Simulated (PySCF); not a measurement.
## FSiN: fields on a plane

These are results of PBE0/[Si def2-TZVP, N def2-TZVP, F def2-TZVP], no relativity, density fitting, PySCF, not measurements.

The singlet minimum has Si–F 1.576 Å, Si–N 1.557 Å; F–Si–N 180.0°.

The plane holds Si1 at (0.00, 0.00), N2 at (1.56, 0.00), F3 at (-1.58, 0.00) Å. Columns run from x = -3.45 to 3.75 Å, rows from y = 2.25 (top) to -1.95 Å, in steps of 0.3 Å. Other isomers or separated fragments may lie lower.

Task: Give the electron localisation function (set to 0 where the density is under 0.005 e/Å³). Lower edges of the bins: '0' 0.000, '1' 0.088, '2' 0.175, '3' 0.263, '4' 0.350, '5' 0.438, '6' 0.525, '7' 0.613, '8' 0.700, '9' 0.787; top 0.88.

Result: 
```
0000000000001210000000000
0000000000134432110000000
0000000000257754322110000
0000122111268876555421000
0001355432358987777652000
0013688864101798999974100
0025899985044179889986200
0026991494399247047996300
0026991494399247047996300
0025899985044179889986200
0013688864101798999974100
0001355432358987777652000
0000122111268876555421000
0000000000257754322110000
0000000000134432110000000
```

Task: Give the electron density (e/Å³) (cut at 5 e/Å³). Every second row and column.

Result: 
```
0.00 0.00 0.00 0.00 0.00 0.00 0.01 0.01 0.00 0.00 0.00 0.00 0.00
0.00 0.00 0.00 0.01 0.01 0.02 0.04 0.04 0.03 0.02 0.01 0.00 0.00
0.00 0.01 0.05 0.16 0.13 0.13 0.21 0.24 0.25 0.16 0.04 0.01 0.00
0.00 0.03 0.54 4.51 1.45 0.63 2.57 0.88 2.26 1.50 0.16 0.01 0.00
0.00 0.04 1.08 5.00 3.09 2.66 5.00 1.15 5.00 2.79 0.24 0.02 0.00
0.00 0.01 0.18 0.81 0.46 0.25 0.41 0.52 0.79 0.51 0.08 0.01 0.00
0.00 0.00 0.01 0.03 0.04 0.06 0.09 0.10 0.08 0.05 0.01 0.00 0.00
0.00 0.00 0.00 0.00 0.00 0.01 0.01 0.01 0.01 0.01 0.00 0.00 0.00
```
